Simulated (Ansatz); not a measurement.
## NaMoO₂: computed properties

These are results of Ansatz, DFT r2SCAN, scalar-relativistic, plane waves, PAW, not measurements.

Plane waves to 500 eV, a k mesh through Γ of 12×12×12 on the computed 4-atom cell and Gaussian smearing (0.02 eV); collinear spin from starting moments 0 1.93 0.14 0.14 μB.

The structure is relaxed at this level of theory with its symmetry kept. Whether it is the stable form of this composition wasn't checked.

```
Na Mo O
1.0
     1.61727    0.93373    5.23517
    -1.61727    0.93373    5.23517
     0.00000   -1.86746    5.23517
Na Mo O
1 1 2
Direct
  0.50000 0.50000 0.50000
  0.00000 0.00000 0.00000
  0.26552 0.26552 0.26552
  0.73448 0.73448 0.73448
```

| Item | Value |
| --- | --- |
| Space group | R-3m (No. 166) |
| Volume per atom | 11.86 Å³ |
| Formation energy from the elements' standard states (uncorrected) | -1.742 eV/atom |
| Generalised Kohn–Sham band gap | 1.00 eV, indirect from (-0.010, -0.010, 0.167) to F |
| Löwdin character of the top 1 eV of the valence band | Mo 4d 77 %, O 2p 20 % |
| Löwdin character of the lowest 1 eV of the conduction band | Mo 4d 86 %, O 2p 10 % |
| Electron masses at the edge by Cartesian direction of the standard setting (m_e; degenerate bands sorted by energy; no spin-orbit coupling) | x: 1.2; y: 0.87; z: 1.3 |
| Hole masses at the edge by Cartesian direction of the standard setting (m_e; degenerate bands sorted by energy; no spin-orbit coupling) | x: over 30; y: 5.3; z: 4.3 |
| Bader charges (e) | Na (1 in the cell) 0.87, Mo (1 in the cell) 1.80, O (2 in the cell) -1.34 |
| Total moment | 3.00 μB per cell |
| Site moments (μB; atoms counted from 1 over the whole cell) | Mo (atom 2) 1.76, O (atom 3) 0.13, O (atom 4) 0.13 |

The state reached may not be the lowest one.

Only this magnetic start was tried.

Cost: 3 runs of about 4.7 core-minutes in all, on Arm Neoverse V1 (shared hosts).